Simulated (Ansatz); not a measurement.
System: HCl, net charge 1, doublet state. 
Coordinates optimised at B3LYP-D3(BJ)/def2-TZVP (Ansatz, a quantum-chemistry and plane-wave program):
```xyz
2

Cl     0.0000     0.0000    -0.0736
H      0.0000     0.0000     1.2515
```
Charge +1, spin multiplicity 2.

Basis-set convergence of Hartree-Fock and MP2 correlation energies (hartree) with Ansatz. Cores are frozen in the correlated levels unless marked. UHF or UKS for open shells. No spin-orbit coupling. No relativistic terms.

| basis | functions | E(HF) | E(corr, MP2) |
|---|---|---|---|
| cc-pV(D+d)Z | 28 | -459.66733 | -0.11980 |
| cc-pV(T+d)Z | 53 | -459.68467 | -0.16116 |
| cc-pV(Q+d)Z | 94 | -459.68871 | -0.17626 |
| cc-pV(5+d)Z | 155 | -459.68944 | -0.18262 |

Extrapolating the two largest sets (X = 4 and 5) as X^-3: E(corr) = (125·(-0.18262) - 64·(-0.17626))/61 = -0.1893 Eh, an estimate of the basis-set limit. The largest set recovers 96.5 % of it, the smallest 63.3 %.
